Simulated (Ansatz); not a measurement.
```yaml
crystal:
  periodic: [false, false, false]
  atoms:
    - {symbol: C, position_ang: [-1.362097, -0.696784, 0.380558]}
    - {symbol: S, position_ang: [-0.934818, -0.946540, -1.349486]}
    - {symbol: C, position_ang: [0.801325, -0.480179, -1.270017]}
    - {symbol: S, position_ang: [1.146320, 1.238181, -0.862378]}
    - {symbol: C, position_ang: [0.496646, 1.254502, 0.815587]}
    - {symbol: S, position_ang: [-1.275920, 0.995663, 0.985660]}
    - {symbol: H, position_ang: [-2.401332, -1.008835, 0.488291]}
    - {symbol: H, position_ang: [-0.746575, -1.345601, 1.010070]}
    - {symbol: H, position_ang: [1.328564, -1.137835, -0.573150]}
    - {symbol: H, position_ang: [1.210070, -0.647257, -2.267015]}
    - {symbol: H, position_ang: [0.701424, 2.248476, 1.214431]}
    - {symbol: H, position_ang: [1.036381, 0.526199, 1.427448]}
basis:
  gaussian: {orbitals: def2-SVPD, point_charges: [{charge: 0.50, position_ang: [4.735, -0.493, 0.091]}]}
magnetization: {spin_polarized: true, initial_magnetization: 0}
hamiltonian: {xc: {name: SVWN5}}
output: {forces: true}
```

```sh
$ ansatz run in.yaml --threads 2 --pin off --events-out ev --progress --plain --max-ram 22528MiB --backend cpu
```

Shortened log:

```
Functional definition: SVWN5
1701 factors; their error is unknown
mean field evaluation 1: about -35550.0867 eV, gradient 5.0e1 eV
mean field evaluation 2: about -35521.3966 eV, gradient 8.7e1 eV
mean field evaluation 4: about -35561.9877 eV, gradient 2.7e0 eV
mean field evaluation 8: about -35562.0302 eV, gradient 8.9e-2 eV
mean field evaluation 16: about -35561.9760 eV, gradient 2.2e-4 eV
mean field -35561.97600583 eV, -1306.8785134411 hartree, gradient 9.3e-6 eV, S^2 0.000000; 0 other end points of the search recorded, 0 dependent functions left out
reference -35561.97607075 eV, -1306.8785158271 hartree; 36, 36 occupied and 153, 153 virtual orbitals, 1701 factors
Total energy: -35561.97607075 eV, -1306.8785158271 hartree
Atom 0 at    -1.362097    -0.696784     0.380558 Å, force     0.262641     0.480314    -0.340913 eV/Å
Atom 1 at    -0.934818    -0.946540    -1.349486 Å, force    -0.060316    -0.028740    -0.161772 eV/Å
Atom 2 at     0.801325    -0.480179    -1.270017 Å, force    -0.539234     0.321534     0.118648 eV/Å
Atom 3 at     1.146320     1.238181    -0.862378 Å, force     0.238666     0.167509    -0.130911 eV/Å
Atom 4 at     0.496646     1.254502     0.815587 Å, force    -0.448855    -0.156248    -0.395043 eV/Å
Atom 5 at    -1.275920     0.995663     0.985660 Å, force    -0.079920     0.138611     0.012813 eV/Å
Atom 6 at    -2.401332    -1.008835     0.488291 Å, force    -0.565796    -0.171381     0.055745 eV/Å
Atom 7 at    -0.746575    -1.345601     1.010070 Å, force     0.374946    -0.386812     0.374667 eV/Å
Atom 8 at     1.328564    -1.137835    -0.573150 Å, force     0.268735    -0.426114     0.474641 eV/Å
Atom 9 at     1.210070    -0.647257    -2.267015 Å, force     0.195681    -0.088226    -0.562616 eV/Å
Atom 10 at     0.701424     2.248476     1.214431 Å, force     0.102953     0.545536     0.216090 eV/Å
Atom 11 at     1.036381     0.526199     1.427448 Å, force     0.299789    -0.467816     0.370554 eV/Å
Dipole moment:    -0.072722    -0.252500     0.259893 e Å
```

It took 3.7 s on 2 threads of an AMD EPYC 7R13 on a shared host, with 0.55 GiB of host memory at the peak.
